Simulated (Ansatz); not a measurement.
**A basis-limit estimate, worked out**

An elementary step of SiH₄SO, closed shell (SiH₄SO ([OH][SiH2][SH]) → SiH₂O ([O][SiH2]) + H₂S (still joined by a long Si–S bond); bonds formed: S2–H4; bonds broken: O3–H4; bonds weakened to dative contacts: Si1–S2). “Start” is the structure reached by relaxing down from the saddle towards the reactants; PBE0-D4/def2-TZVP structures. The saddle:

```
7
angstrom
Si -0.6853 -0.1310 0.5749
S 1.5199 0.0173 -0.4279
O -1.0244 1.2668 0.0008
H 0.6202 1.1135 -0.5499
H -1.2075 -1.3970 -0.0096
H -0.3255 -0.3535 2.0009
H 1.1025 -0.5161 -1.5891
```

Computed with Ansatz 0.2.0 (basis: def2-TZVPP and def2-QZVPP); correlated methods freeze the cores.

Energies in eV:

| quantity | saddle | start |
| --- | --- | --- |
| Hartree–Fock, triple zeta (X = 3) | -20781.05135 | -20783.94506 |
| Hartree–Fock, quadruple zeta (X = 4) | -20781.72450 | -20784.61155 |
| MP2 correlation, X = 3 | -15.44787 | -14.85990 |
| MP2 correlation, X = 4 | -16.69200 | -16.10735 |
| CCSD(T) correlation, X = 3 | -16.97169 | -16.43617 |

Problem. Work out the barrier at the basis limit: extrapolate Hartree–Fock as E(X) = E∞ + A exp(−7.88 √X) and the MP2 correlation as E(X) = E∞ + B X^−2.97 (the exponents that Neese and Valeev fitted for def2-TZVPP and QZVPP), then add CCSD(T) − MP2 in triple zeta.

Solution. Each step is linear, so take the differences first (saddle − start): Hartree–Fock 2.89371 (X = 3) and 2.88705 (X = 4); MP2 correlation -0.58797 and -0.58465; CCSD(T) correlation -0.53552.
Two points give E∞ = E(4) + w [E(4) − E(3)], with w = 1/(exp(7.88 (2 − √3)) − 1) = 0.1377 for Hartree–Fock and w = 1/((4/3)^2.97 − 1) = 0.7407 for the correlation.
Hartree–Fock: 2.88705 + 0.1377 × (-0.00666) = 2.8861 eV.
MP2 correlation: -0.58465 + 0.7407 × 0.00332 = -0.5822 eV.
CCSD(T) − MP2: -0.53552 − (-0.58797) = 0.0524 eV.
Sum: 2.8861 + (-0.5822) + 0.0524 = 2.3563 eV, or 54.34 kcal/mol. Plain CCSD(T) in triple zeta gives 2.3582 eV, so the larger basis shifts the result by -0.0019 eV.

No T1 diagnostic of these runs exceeds 0.017.

Labels in which every atom is bracketed show which atoms are joined, not bond orders.

For scale, one of the runs: CCSD(T)/def2-TZVPP, 171 basis functions, launched by `ansatz run in.yaml --threads 2 --pin off --events-out ev --progress --plain --max-ram 4352MiB`. The run took 33 s on 2 CPU threads of an Arm Neoverse V1 (shared host), with 1.4 GiB of host memory at its peak.
